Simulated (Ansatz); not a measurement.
```xyz
4

H     0.0001    0.3700    3.3000
H    -0.0001   -0.3700    3.3000
Li    1.3400    0.0000    0.0000
Li   -1.3400    0.0000    0.0000
```

RHF on singlet Li2H2 was run in several spherical basis sets with Ansatz (development build ahead of 0.2.0).

Rank the basis sets by the total energy that they give, lowest first, with the distance from the lowest.
A. def2-SVP
B. 6-31G
C. cc-pVDZ

C (0.00 eV), B (0.15 eV), A (0.39 eV).

Totals follow the description of the cores as much as that of the bonds, so this order isn't one of quality for chemistry.
